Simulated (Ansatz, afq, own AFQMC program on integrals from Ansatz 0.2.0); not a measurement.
**Where AFQMC and coupled cluster stand for AlSiH3, triplet**

```xyz
5

Al   -1.6965    0.0000    0.0000
H    -2.4894    1.3734    0.0000
H    -2.4894   -1.3734    0.0000
H     0.0255    0.0000    0.0000
Si    1.8075    0.0000    0.0000
```

Connectivity, by distances: AlH2 ··· Si, 1 bridging H.

Basis cc-pVTZ. Noble-gas cores (and the filled d shells of Ga–Kr and In–Xe) are frozen. Integrals, coupled cluster, full CI and functionals: Ansatz 0.2.0; the random walks run on the same integrals in our own AFQMC program. The CISD trial takes its coefficients from CCSD amplitudes. Released means that phaseless walkers are propagated on without the constraint, phases kept. ± is one standard error of the sampling.

Determinant: UHF, the one that the program's search chose, which needn't be the lowest solution. The geometry is a point of a scan.

No full CI on the walks' own integrals is used here; CCSDT(Q) serves as the reference and is uncertain by about the last step of the cluster series.

Cautions: lower spins were not checked.

```
T1 diagnostic                               : 0.0251
weight of the determinant in the CISD state : 0.860
⟨S²⟩ of the determinant                     : 2.037
size of the correlated space                : 10 electrons in 100 orbitals
```

Reference: CCSDT(Q), correlation energy -5.720 eV. The released energy is read at 2.40 1/Eh (meV from the phaseless value at times in 1/Eh: -8 ± 5 at 0.24, -8 ± 5 at 0.51, -11 ± 5 at 0.99, -1 ± 5 at 1.62, 0 ± 5 at 2.40).

| level | E − E(reference) (kcal/mol) | share of correlation (%) |
| --- | --- | --- |
| HF | 131.91 | 0.00 |
| MP2 | 30.63 | 76.78 |
| CCSD | 5.19 | 96.06 |
| CCSD(T) | 1.17 | 99.11 |
| CCSDT | 0.18 | 99.86 |
| ph-AFQMC/HF | 1.45 ± 0.70 | 98.90 |
| ph-AFQMC/CISD | 0.01 ± 0.12 | 100.00 |
| released AFQMC | 0.00 ± 0.13 | 100.00 |

A walk keeps the symmetry of its determinant, which the program's search chose and which needn't be the lowest solution, so a lower state of the same spin and another symmetry isn't excluded. Released energies are given only where the last usable release times agree within the noise; a slower fall can still hide under it.
